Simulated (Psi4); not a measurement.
# HS− (SMILES [SH-]) at HF/3-21G

What is the energy change on altering one bond length of HS− at HF/3-21G? 

Program for the calculation: Psi4 1.11.

### Step 1. Starting point

HS− has 2 atoms, charge -1, and is taken as a singlet. SMILES: `[SH-]`. The coordinates come from a PBE0-D4/def2-TZVPD relaxation.

Bond lengths: S1–H2 1.346 Å.

### Step 2. A single-point energy at HF/3-21G

The input, calc.in:

```
memory 1.6 GB

molecule {
  -1 1
  S      1.08602560    -0.35507954     0.55841407
  H     -1.08602560     0.35507954    -0.55841407
  units au
  symmetry c1
}

set reference rhf
set puream true
set e_convergence 1e-09
set d_convergence 1e-08
set scf_type pk

energy_value, wavefunction = energy("hf/3-21G", return_wfn=True)
oeprop(wavefunction, "WIBERG_LOWDIN_INDICES", "MULLIKEN_CHARGES", "QUADRUPOLE")
```

Command:

```console
$ psi4 -i calc.in -o calc.out -n 1
```

calc.out:

```text
[...]
  Running in c1 symmetry.
[...]
  Nuclear repulsion =    6.290522560549969
[...]
  Multiplicity = 1
[...]
  Nalpha       = 9
  Nbeta        = 9
[...]
    Number of basis functions: 15
[...]
   @RHF iter   1:  -396.07509447643656   -3.73656e-01   2.10651e-02 DIIS/ADIIS
[...]
   @RHF iter   8:  -396.14830809371125   -2.84217e-13   5.37745e-09 DIIS
[...]
    Orbital Energies [Eh]
    ---------------------
    Doubly Occupied:
       1A    -90.968362     2A     -8.563669     3A     -6.240860
       4A     -6.236275     5A     -6.236275     6A     -0.614611
       7A     -0.212371     8A     -0.063996     9A     -0.063996
[...]
  @RHF Final Energy:  -396.14830809371125
   => Energetics <=
    Nuclear Repulsion Energy =              6.2905225605499693
    One-Electron Energy =                -566.4768284436613612
    Two-Electron Energy =                 164.0379977894000660
    Total Energy =                       -396.1483080937113073
[...]
 Multipole Moments:
 ------------------------------------------------------------------------------------
     Multipole            Electronic (a.u.)      Nuclear  (a.u.)        Total (a.u.)
 ------------------------------------------------------------------------------------
 L = 1.  Multiply by 2.5417464519 to convert [e a0] to [Debye]
 Dipole X            :          0.0000000            0.0000000            0.0000000
 Dipole Y            :          0.0000000            0.0000000            0.0000000
 Dipole Z            :          0.8974450           -1.2221584           -0.3247134
 Magnitude           :                                                    0.3247134
 L = 2.  Multiply by 1.3450342976 to convert [e a0^2] to [Debye ang]
 Quadrupole XX       :        -13.9439827            0.0000000          -13.9439827
 Quadrupole XY       :          0.0000000            0.0000000            0.0000000
[...]
  Mulliken Charges: (a.u.)
   Center  Symbol    Alpha    Beta     Spin     Total
       1     S     8.45618  8.45618  0.00000 -0.91236
       2     H     0.54382  0.54382  0.00000 -0.08764
   Total alpha =  9.00000, Total beta =  9.00000, Total charge = -1.00000
  Wiberg Bond Indices using Orthogonal Lowdin Orbitals:
[...]
```

It took 1.1 s on 1 thread of Intel Xeon 6975P-C (Granite Rapids), shared host; peak memory 0.18 GiB.

### Step 3. The distorted shape at the same level

The input, job.json:

```json
{
 "schema_name": "qcschema_input",
 "schema_version": 1,
 "molecule": {
  "schema_name": "qcschema_molecule",
  "schema_version": 2,
  "symbols": ["S", "H"],
  "geometry": [1.73771089, -0.56814994, 0.89349842, -1.0860256, 0.35507954, -0.55841407],
  "molecular_charge": -1,
  "molecular_multiplicity": 1,
  "fix_symmetry": "c1",
  "fix_com": true,
  "fix_orientation": true
 },
 "driver": "energy",
 "model": {
  "method": "hf",
  "basis": "3-21G"
 },
 "keywords": {
  "reference": "rhf",
  "puream": true,
  "e_convergence": 1e-09,
  "d_convergence": 1e-08,
  "scf_type": "pk",
  "scf_properties": ["DIPOLE", "WIBERG_LOWDIN_INDICES", "LOWDIN_CHARGES"]
 }
}
```

Command:

```console
$ psi4 --qcschema job.json -n 1 --memory 1600MB
```

stdout:

```text
[...]
  Running in c1 symmetry.
[...]
  Nuclear repulsion =    4.838743781412264
[...]
  Multiplicity = 1
[...]
  Nalpha       = 9
  Nbeta        = 9
[...]
    Number of basis functions: 15
[...]
   @RHF iter   1:  -396.00721071255055   -5.24930e-01   2.32844e-02 ADIIS/DIIS
[...]
   @RHF iter   8:  -396.11647052575199   -7.95808e-13   8.79576e-09 DIIS
[...]
    Orbital Energies [Eh]
    ---------------------
    Doubly Occupied:
       1A    -91.006168     2A     -8.594200     3A     -6.270396
       4A     -6.266887     5A     -6.266887     6A     -0.575824
       7A     -0.171751     8A     -0.075118     9A     -0.075118
[...]
  @RHF Final Energy:  -396.11647052575199
   => Energetics <=
    Nuclear Repulsion Energy =              4.8387437814122638
    One-Electron Energy =                -563.3057319579838804
    Two-Electron Energy =                 162.3505176508195973
    Total Energy =                       -396.1164705257519927
[...]
 Multipole Moments:
 ------------------------------------------------------------------------------------
     Multipole            Electronic (a.u.)      Nuclear  (a.u.)        Total (a.u.)
 ------------------------------------------------------------------------------------
 L = 1.  Multiply by 2.5417464519 to convert [e a0] to [Debye]
 Dipole X            :        -28.2368548           26.7173486           -1.5195061
 Dipole Y            :          9.2321267           -8.7353195            0.4968072
 Dipole Z            :        -14.5188623           13.7375607           -0.7813016
 Magnitude           :                                                    1.7793675
[...]
```

The result, in JSON:

```text
{
 "driver": "energy",
 "model": {
  "method": "hf",
  "basis": "3-21G"
 },
 "success": true,
 "return_result": -396.116470525752,
 "properties": {
  "calcinfo_nbasis": 15,
  "calcinfo_nmo": 15,
  "calcinfo_nalpha": 9,
  "calcinfo_nbeta": 9,
  "calcinfo_natom": 2,
  "nuclear_repulsion_energy": 4.838743781412264,
  "return_energy": -396.116470525752,
  "scf_one_electron_energy": -563.3057319579839,
  "scf_two_electron_energy": 162.3505176508196,
  "scf_dipole_moment": [-1.5195061423942064, 0.4968072150753926, -0.7813016199274205],
  "scf_total_energy": -396.116470525752,
  "scf_iterations": 8
 }
}
```

Wall time 1.2 s (1 thread of Intel Xeon 6975P-C (Granite Rapids), shared host); peak memory 0.18 GiB.

### Step 4. Summary of results

At HF/3-21G:

```
                                                              quantity          value
                                             first shape: total energy  -396.14831 Eh
                                              first shape: HOMO energy       -1.74 eV
                                              first shape: LUMO energy       12.96 eV
    first shape: HOMO–LUMO gap (to an unbound level, set by the basis)       14.71 eV
                                         distorted shape: total energy  -396.11647 Eh
                                          distorted shape: HOMO energy       -2.04 eV
                                          distorted shape: LUMO energy        9.92 eV
distorted shape: HOMO–LUMO gap (to an unbound level, set by the basis)       11.96 eV
     energy change with the S1–H2 bond stretched from 1.346 to 1.750 Å       0.866 eV
```

With the S1–H2 bond stretched from 1.346 to 1.750 Å the energy rises by 0.87 eV (83.6 kJ/mol). The first shape isn't relaxed at this level, so the change isn't measured from a minimum.
